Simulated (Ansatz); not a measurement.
F–CH–Ga⁺, triplet in cc-pVDZ: errors against UCCSDT(Q)

Geometry: that of the F–CH–Ga, quartet, kept fixed.

```yaml
atoms:
  - { symbol: F, position_ang: [0.0000, -0.3367, 2.0939] }
  - { symbol: C, position_ang: [0.0000, 0.5393, 1.0976] }
  - { symbol: Ga, position_ang: [0.0000, -0.0239, -0.7806] }
  - { symbol: H, position_ang: [0.0000, 1.5709, 1.4478] }
```

Basis cc-pVDZ; Ansatz 0.2.0. Correlated methods freeze the noble-gas cores and the filled d shells of p-block atoms, which leaves 14 electrons in 44 orbitals. R marks a restricted (for open shells ROHF) determinant, U an unrestricted one. No spin–orbit coupling is included, and no scalar relativity.

Full CI isn't at hand for all of this; UCCSDT(Q) serves as the reference, and is uncertain by about the last step of the cluster series.

- UHF ⟨S²⟩: 2.039
- T1 diagnostic (RCCSD): 0.0335
- largest doubles amplitude (RCCSD): 0.068
- T1 diagnostic (UCCSD): 0.0295

From what is known of these methods and the diagnostics, rank them by the size of their error in total energy against UCCSDT(Q) in cc-pVDZ, smallest first (an estimate: the text doesn't fix the numbers).
A. UCCSD
B. UCCSDT
C. UMP2
D. UHF
E. UCCSD(T)

B (0.85 mEh), E (2.02 mEh), A (11.03 mEh), C (35.94 mEh), D (353.78 mEh).

All errors are against UCCSDT(Q) in cc-pVDZ. Within each family the higher level lies nearer, as is usual though not guaranteed.
